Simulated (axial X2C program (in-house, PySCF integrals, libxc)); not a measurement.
**Potential curves of PO, with spin–orbit coupling**

All values were computed with an in-house all-electron X2C program for linear molecules (integrals from PySCF). Two-component (2c) means X2C with spin–orbit coupling and atomic mean-field two-electron Coulomb and Gaunt terms. Basis: P dyall-v3z [8s7p2d1f], O dyall-av3z [7s6p3d2f] (cores contracted in-house); Gaussian nuclei, density fitting, unrestricted open shells. Masses: P 30.974 u, O 15.995 u.

State: Ω = 1/2 (⟨Sz⟩ = -0.50, ⟨Lz⟩ = 1.00 at PBE0). Energies in kJ/mol from the fragments at the same level (P + O). Fits are polynomials in 1 − R0/R over 0.85 to 1.23 times the lowest point R0.

```csv
R (Å),PBE0,LDA
1.2937,-400.92,-571.15
1.3532,-495.31,-667.19
1.3978,-535.74,-709.38
1.4424,-556.44,-732.23
1.4870,-561.81,-740.08
1.5390,-553.34,-734.85
1.5911,-533.05,-718.13
1.6580,-494.98,-684.95
1.7398,-437.05,-633.14
1.8588,-347.24,-547.17
```

The state is a single determinant with fixed occupations, the lowest that a limited PBE0 search found. Dissociation energies refer to the lowest single-determinant-based atoms at the same level and basis. Density functionals use the spin component along the axis (collinear). In 2c an atomic determinant is not the ground J level, so De misses part of the atomic spin–orbit lowering. This holds for PBE0, LDA. The functionals have no current-density term, which raises determinants with orbital currents, atoms included.

Fit the PBE0 curve near its minimum: give the equilibrium distance, the harmonic wavenumber and the well depth.

At PBE0, 2c: Re = 1.483 Å, ωe ≈ 1270 cm⁻¹, De = 5.82 eV to P + O; Be follows as 0.727 cm⁻¹.

Fit the LDA curve near its minimum: give the equilibrium distance, the harmonic wavenumber and the well depth.

At LDA, 2c: Re = 1.493 Å, ωe ≈ 1220 cm⁻¹, De = 7.67 eV to P + O; Be follows as 0.717 cm⁻¹.
